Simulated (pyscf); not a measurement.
Structures and frequencies: ωB97X-D3(BJ)/def2-SVP in PySCF. Correlated levels are frozen-core, on RHF or UHF. ΔMP2 is the change of the MP2 total energy from the triple- to the quadruple-zeta basis.

**Question.** Estimate the classical barrier height and the reaction energy of `[CH2]=[NH]` + `[CH]#[CH]` -> `[CH2]=[CH][CH]=[NH]` at CCSD(T)/def2-TZVPP + ΔMP2(QZVPP). The step runs on the singlet surface, breaks C–H and forms C–C, C–H; take the separated reactants as zero.

**Answer.** ΔE‡ = 2.78 eV, ΔE = -1.95 eV. Zero-point energy shifts the barrier by -0.02 eV. It is an addition across a multiple bond or ene-type step, with an imaginary mode of 1210i cm⁻¹. On the reactant side the descent ends in a complex (not fully relaxed), 0.18 eV under the separated species and 3.12 eV under the saddle at ωB97X-D3(BJ)/def2-TZVP. At ωB97X-D3(BJ) the barrier from the zero used here is 2.94 eV. H₂C=CH–CH=NH lies 0.93 eV over its isomer H₃C–CH₂–C≡N, and others may lie lower still (electronic energy, ωB97M-D3(BJ)). This is the saddle that the search found; another between the same sides may lie lower. One closed-shell reference is unstable to symmetry breaking; treat the single-reference values with care. The CCSD(T) − MP2 part came from Ansatz, without density fitting, on the same reference. The largest closed-shell T1 diagnostic is 0.041, which may signal static correlation.
